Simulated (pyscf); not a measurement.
**1,1-elimination: HO–SiH₂–OH → water (H₂O) + HO–SiH: [singlet]**

Gas phase, singlet surface, charge 0. Bonds broken: O1–Si2, Si2–H5. Bonds formed: O1–H5. Structures and frequencies: ωB97X-D3(BJ)/def2-SVP in PySCF. MP2 and CC: frozen core, UHF for open shells. ΔMP2 is the change of the MP2 total energy from the triple- to the quadruple-zeta basis.

Transition state (Å):

```xyz
7

O     -0.1726     1.0166    -0.7871
Si     0.2618    -0.6578     0.0318
O     -1.2259    -1.3714     0.3210
H     -1.0644     0.9619    -1.1700
H      0.5038     0.0911    -1.3749
H      0.7782    -0.2237     1.3779
H     -1.6103    -1.2213     1.1920
```

One imaginary mode, 1563i cm⁻¹; descent along it reached the two sides named, in the forms told below.

```
bond    change  reactant side (Å)  saddle  product side
------  ------  -----------------  ------  ------------
O1–Si2  breaks              1.663   1.914         2.168
Si2–H5  breaks              1.485   1.612           2.6
O1–H5    forms                2.6   1.288         0.968
```

Electronic energies relative to the reactant's lowest minimum found (kJ/mol):

```
level                             barrier  reaction energy  reverse barrier
--------------------------------  -------  ---------------  ---------------
ωB97X-D3(BJ)/def2-TZVP              360.6           +310.0             50.6
PBE/def2-TZVP                       304.1           +281.6             22.5
r²SCAN/def2-TZVP                    334.9           +315.7             19.2
B3LYP-D3(BJ)/def2-TZVP              342.5           +293.3             49.2
PBE0-D3(BJ)/def2-TZVP               338.0           +301.2             36.8
M06-2X/def2-TZVP                    358.9           +305.3             53.6
ωB97M-D3(BJ)/def2-TZVP              349.7           +290.1             59.6
HF/def2-TZVP                        437.6           +307.3            130.3
MP2/def2-QZVPP                      359.8           +310.6             49.2
CCSD/def2-TZVPP                     370.6           +290.8             79.9
CCSD(T)/def2-TZVPP                  356.2           +290.5             65.6
CCSD(T)/def2-TZVPP + ΔMP2(QZVPP)    356.0           +292.6             63.4
```

With CCSD(T)/def2-TZVPP + ΔMP2(QZVPP) energies and thermal terms (ideal gas, 1 atm, RRHO with modes under 100 cm⁻¹ raised to 100, one conformer, R ln 2 for chiral ones without a mode under 150 cm⁻¹), in kJ/mol:

```csv
T (K),ΔH‡,ΔG‡,ΔH,ΔG
298,345.8,343.6,+288.9,+244.5
600,345.0,341.6,+287.3,+199.8
900,343.6,340.1,+283.2,+156.9
1200,341.9,339.2,+278.1,+115.6
```

On the product side the descent ends in an adduct with a O–Si contact, 48.0 kJ/mol under the separated species and 98.6 kJ/mol under the saddle at ωB97X-D3(BJ)/def2-TZVP. What is counted as broken (O–Si) persists as a longer contact in the product adduct; parting that adduct is a step of its own. The same reactants have a lower exit, to O=SiH₂ + H₂O (highest point, the separated products, at +302.6 kJ/mol at ωB97M-D3(BJ), against +349.7 kJ/mol here). This is the saddle that the search found; another between the same sides may lie lower. The CCSD(T) − MP2 part came from Ansatz, without density fitting, on the same reference.
